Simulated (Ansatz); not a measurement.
Reaction (SMILES): FF (F2) → F2+ (doublet, bonded as FF) + e-
B3LYP-D3(BJ)/def2-TZVP geometries, fixed; electronic energies without zero-point terms.

Effect of the final integration grid (spheres per factor e of radius in core and valence, angular degree) at PBE/cc-pVTZ with Ansatz (a quantum-chemistry and plane-wave program), against the last row, where the adiabatic ionisation energy is 15.10 eV. Open shells are unrestricted. The default's grid is 13, 11, 36.

```json
[
 {"setting": "accuracy: medium (default)", "largest shift of a total energy (mEh)": "0.000", "shift of the adiabatic ionisation energy (eV)": "0.000"},
 {"setting": "final_grid: 4, 3, 11", "largest shift of a total energy (mEh)": "-0.556", "shift of the adiabatic ionisation energy (eV)": "-0.028"},
 {"setting": "final_grid: 6, 5, 17", "largest shift of a total energy (mEh)": "0.125", "shift of the adiabatic ionisation energy (eV)": "0.002"},
 {"setting": "final_grid: 8, 7, 23", "largest shift of a total energy (mEh)": "-0.019", "shift of the adiabatic ionisation energy (eV)": "0.000"},
 {"setting": "final_grid: 10, 9, 29", "largest shift of a total energy (mEh)": "0.002", "shift of the adiabatic ionisation energy (eV)": "0.000"},
 {"setting": "final_grid: 18, 15, 47", "largest shift of a total energy (mEh)": "0.000", "shift of the adiabatic ionisation energy (eV)": "0.000"},
 {"setting": "final_grid: 26, 22, 59", "largest shift of a total energy (mEh)": "0.000", "shift of the adiabatic ionisation energy (eV)": "0.000"}
]
```

Within 0.01 eV in the adiabatic ionisation energy: accuracy: medium (default); final_grid: 6, 5, 17; final_grid: 8, 7, 23; final_grid: 10, 9, 29; final_grid: 18, 15, 47. The largest shift is 0.556 mEh in a total energy and 0.028 eV in the difference.
